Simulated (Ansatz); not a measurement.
A made-up structure of CH5OSi (charge +1), singlet:

```csv
atom,x (Å),y (Å),z (Å)
C1,-0.7546,0.7934,0.0151
Si2,0.6627,-0.2710,-0.3507
O3,1.0156,-1.6053,0.4059
H4,1.9777,-1.5147,0.3220
H5,-1.3699,0.4217,0.8356
H6,-1.3653,0.8894,-0.8919
H7,1.6446,0.0028,-1.4057
H8,0.5528,-2.0301,1.1372
```

It is relaxed with PBE-D4/def2-SVP and then PBE0-D4/def2-TZVP (Ansatz 0.2.0). Atoms count as bonded within 1.22 times the sum of their covalent radii (H–H: 0.88 Å). The end point is not checked to be a true minimum.

Problem. Does its bonding change? (A judgement: the text doesn't fix the answer.)

Solution. The calculation gives: No: no bond forms or breaks.

Where it ends: The first stage lowers the energy by 2.31 eV in 12 steps. It ends as CH₅OSi ([CH2][SiH][OH2]), total charge +1:
```
8
angstrom
C -0.8813 0.5191 -0.0897
Si 0.5690 -0.1497 -0.5812
O 1.1442 -1.4973 0.4785
H 2.0695 -1.7772 0.5624
H -1.4385 0.2245 0.7916
H -1.3223 1.3025 -0.6989
H 1.6291 -0.0779 -1.5880
H 0.5939 -1.8577 1.1928
```

Labels in which every atom is bracketed show which atoms are joined, not bond orders.

For scale, one of the runs: PBE0-D4/def2-TZVP relaxation, 129 basis functions, launched by `ansatz run in.yaml --threads 2 --pin off --events-out ev --progress --plain --max-ram 4352MiB`. Hardware: 2 CPU threads of an Arm Neoverse V2, shared host. Wall time about 35 s.
